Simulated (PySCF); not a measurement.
## PH5 at several levels of theory

All levels use the PBE0 minimum (singlet; P–H 1.427 Å (×3), P–H 1.481 Å (×2); H–P–H 90.0° (×6), H–P–H 120.0° (×3), H–P–H 180.0°), basis [P def2-TZVP, H def2-TZVP], no relativity, density fitting, no spin–orbit coupling, PySCF. For vertical energies the ionised species is a doublet (spins chosen at PBE0 and kept). Atomisation goes to high-spin ground-configuration atoms, without zero-point energy. Open shells are unrestricted, also as the reference of the correlated levels. A dash marks a value that was not computed or is not defined at that level.

```xyz
6
charge 0 multiplicity 1, angstrom
P     0.0000    0.0000    0.0000
H     0.0000    0.0000    1.4811
H     0.0000    0.0000   -1.4811
H     1.4274    0.0000    0.0000
H    -0.7137    1.2361    0.0000
H    -0.7137   -1.2361    0.0000
```

```json
{"level": "PBE0", "atomisation (kJ/mol)": "1282", "vertical IP (eV)": "8.62", "−ε(HOMO) (eV)": "6.14", "gap (eV)": "6.46"}
{"level": "HF", "atomisation (kJ/mol)": "898", "vertical IP (eV)": "8.15", "−ε(HOMO) (eV)": "9.00", "gap (eV)": "12.20"}
{"level": "PBE", "atomisation (kJ/mol)": "1289", "vertical IP (eV)": "8.51", "−ε(HOMO) (eV)": "5.02", "gap (eV)": "4.48"}
{"level": "r2SCAN", "atomisation (kJ/mol)": "1302", "vertical IP (eV)": "8.50", "−ε(HOMO) (eV)": "5.23", "gap (eV)": "5.19"}
{"level": "B3LYP", "atomisation (kJ/mol)": "?", "vertical IP (eV)": "?", "−ε(HOMO) (eV)": "?", "gap (eV)": "?"}
{"level": "TPSSh", "atomisation (kJ/mol)": "1361", "vertical IP (eV)": "8.64", "−ε(HOMO) (eV)": "5.68", "gap (eV)": "5.78"}
{"level": "MP2", "atomisation (kJ/mol)": "1177", "vertical IP (eV)": "8.69", "−ε(HOMO) (eV)": "–", "gap (eV)": "–"}
{"level": "HSE06", "atomisation (kJ/mol)": "1279", "vertical IP (eV)": "8.62", "−ε(HOMO) (eV)": "5.76", "gap (eV)": "5.68"}
{"level": "revPBE", "atomisation (kJ/mol)": "?", "vertical IP (eV)": "?", "−ε(HOMO) (eV)": "?", "gap (eV)": "?"}
```

(1) Fill in the row of revPBE.

(2) Fill in the row of B3LYP.

Answers

(1) atomisation (kJ/mol) 1263, vertical IP (eV) 8.53, −ε(HOMO) (eV) 5.02, gap (eV) 4.56.

(2) atomisation (kJ/mol) 1322, vertical IP (eV) 8.74, −ε(HOMO) (eV) 6.06, gap (eV) 6.01.
